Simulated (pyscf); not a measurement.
Thermochemistry of product channels of F–GeH₃ + F atom (F•) on the doublet surface, in kJ/mol, from ωB97M-D3(BJ)/def2-TZVP energies (ideal gas, 1 atm, RRHO with modes under 100 cm⁻¹ raised to 100, one conformer, R ln 2 for rigid chiral ones). Structures and frequencies: ωB97X-D3(BJ)/def2-SVP in PySCF.

| products | ΔE | ΔH(298 K) | ΔG(900 K) | ΔG(1200 K) |
|---|---|---|---|---|
| F–GeH₂• + hydrogen fluoride (HF) | -202.9 | -201.1 | -231.5 | ___ |
| F–GeH•–F + hydrogen (H₂) | -259.6 | -267.6 | -283.6 | ___ |
| F–GeH: [singlet] + hydrogen fluoride (HF) + H atom (H•) | +0.9 | -14.2 | -141.7 | ___ |
| F–GeH₂–F + H atom (H•) | -175.4 | -186.7 | -179.8 | -179.2 |

What belongs in the gaps?


- F–GeH₂• + hydrogen fluoride (HF), ΔG(1200 K): -240.5
- F–GeH•–F + hydrogen (H₂), ΔG(1200 K): -289.6
- F–GeH: [singlet] + hydrogen fluoride (HF) + H atom (H•), ΔG(1200 K): -184.7

These are energies of the channels, which say nothing of barriers. Left out: orbital degeneracy and the spin-orbit lowering of F. Elements up to Kr have no core potential and no relativistic terms here.
